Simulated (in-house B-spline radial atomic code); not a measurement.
Xe. Computed with a B-spline radial atomic code. Model: all-electron spherical atom, spin shells full or empty, radial basis limit, no spin-orbit coupling, Breit or QED, empty-state partial waves extrapolated as (l+1/2)^-4, RPA, G0W0 and static COHSEX of the highest shell as one setting changes (uncorrelated shells keep exact exchange).

Empty levels are discrete states of a finite basis, so the steps are uneven.

Given: element Xe; charge 0; filled core Kr; hamiltonian one-electron scalar X2C; mean-field start Hartree-Fock; highest l of empty states 9; nuclear rms radius 4.7859 fm; lowest nl shells left uncorrelated 7; highest mean-field shell 5p; box radius 40 bohr.

Shell: 4d 5 5, 5s 1 1, 5p 3 3 (electrons up and down).

```csv
highest empty level kept (hartree),RPA correlation energy (hartree),G0W0 level (eV),G0W0 minus most complete (meV),COHSEX level (eV),linearised minus solved G0W0 (meV)
1,-0.12004,-11.928,1074.3,-12.269,-0.3
2,?,?,?,?,?
3.5,-0.5323,-12.484,518,-13.478,0
6,?,?,?,?,?
10,-0.8676,-12.846,155.9,-14.295,-0.2
18,-1.0066,-12.921,80.7,-14.476,-0.3
30,-1.1536,-12.964,38.2,-14.586,-0.4
60,-1.2485,-12.988,14.5,-14.662,-0.4
120,-1.2961,-12.998,4,-14.696,-0.4
250,-1.3056,-13.001,1,-14.706,-0.4
600,-1.3081,-13.002,0.2,-14.709,-0.4
2000,-1.3087,-13.002,0,-14.71,-0.4
```

(1) What follows for highest empty level kept = 6?

(2) What follows for highest empty level kept = 2?

Answers

(1) RPA correlation energy -0.73414 hartree; G0W0 level -12.732 eV; G0W0 minus most complete 269.8 meV; COHSEX level -14.032 eV; linearised minus solved G0W0 -0.1 meV.

(2) RPA correlation energy -0.39766 hartree; G0W0 level -12.273 eV; G0W0 minus most complete 728.8 meV; COHSEX level -13.018 eV; linearised minus solved G0W0 0 meV.
